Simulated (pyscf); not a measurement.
Elementary routes open to H₃C–Hf(Cl)(Cl)–Cl (SMILES [CH3][Hf]([Cl])([Cl])[Cl]) + H• (SMILES [H]) in the gas phase (doublet surface):
A. CH₄ (SMILES C) + [Cl–Hf(Cl)–Cl]• (SMILES [Cl][Hf]([Cl])[Cl]) (C–Hf broken; C–H formed)
B. [H₂C–Hf(Cl)(Cl)–Cl]• (SMILES [CH2][Hf]([Cl])([Cl])[Cl]) + H₂ (SMILES [H][H]) (C–H broken; H–H formed)

Optimised with ωB97X-D3(BJ)/def2-SVP in PySCF.

### Question
Rank the routes by free-energy barrier at 1200 K, lowest first, for ωB97M-D3(BJ)/def2-TZVP energies (ideal gas, 1 atm, RRHO with modes under 100 cm⁻¹ raised to 100, one conformer, R ln 2 for chiral ones without a mode under 150 cm⁻¹).

### Answer
B (32.4 kcal/mol), A (46.8 kcal/mol)

Route B is the fastest of these, ahead of the next by 14.4 kcal/mol. The most stable products are those of A (ΔG = -31.7 kcal/mol), whose barrier is 14.4 kcal/mol higher: the kinetic and the thermodynamic product differ. At 298 K B is still the fastest. Only these routes are compared; each barrier is that of the saddle found, and lower ones may exist. Open-shell species with a d-block atom are single-reference here; other states, and whether the spin sits on metal or ligand, were not checked. Elements past Kr carry the def2 core potentials, without spin-orbit coupling.
